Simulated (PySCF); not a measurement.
## Unknown compound

The spectra below were simulated for a compound C₃H₆FN.

1H NMR (400 MHz, computed): δ 4.61 (dd, J = 13.7, 1.8 Hz, 1H), 4.38 (dd, J = 43.2, 1.8 Hz, 1H), 3.15 (d, J = 17.7 Hz, 2H), 0.48 (br s, 2H).

13C{1H} NMR (computed): δ 177.2 (C, d, J = 326.3 Hz), 93.2 (CH2, d, J = 21.8 Hz), 47.3 (CH2, d, J = 28.9 Hz).

- PBE0-D3(BJ)/def2-SVP geometry
- NMR shieldings at PBE0/pcSseg-1/GIAO
- J couplings at B3LYP/pcJ-1 (spin–dipole term only in couplings to heteroatoms)
- run in PySCF
- one averaged value for each set of equivalent atoms, no solvent, one computed conformer, relativity neglected

Shifts are taken against calculated references (same method and geometry level): TMS for 1H, 13C.

What is the structure?

Answers


1. Rings plus π bonds: 1 (no ring in the answer).
2. 3 carbon signals for 3 carbons: no two carbons are equivalent.
3. Carbon types of the structure: 1 × C, 2 × CH2, leaving 2 H on heteroatoms.
4. δC 177.2: fully substituted alkene carbon.
5. δC 93.2: terminal =CH2 carbon.
6. δC 47.3: allylic sp3 CH2 bonded to N; pulled downfield by the heteroatom.
7. δH 4.61, 4.38: hydrogen on a terminal =CH2 carbon; olefinic region.
8. δH 3.15: hydrogen on an allylic sp3 CH2 bonded to N; its carbon carries N, an electronegative neighbour.
9. δH 0.48: hydrogen on an amine nitrogen; exchangeable, gas-phase position.

These data were computed for SMILES C=C(F)CN.

This is the structure that produced the data.

OH/NH shifts are gas-phase values; hydrogen bonding in solution moves them, usually downfield. Common functionals overestimate the size of one-bond C–F couplings by tens of Hz; these are unscaled. Splittings below 1 Hz are ignored in the labels, and close J values are merged. Shifts are as computed. Against solution values, carbons near 30 ppm lie about +2 ppm off and those near 130 ppm about +5 ppm. Of 1211 compounds with measured shifts, 218 miss one by over three times the rms of a fit or turn the order of signals round; such compounds aren't used in these exercises. Couplings to exchangeable protons are dropped.
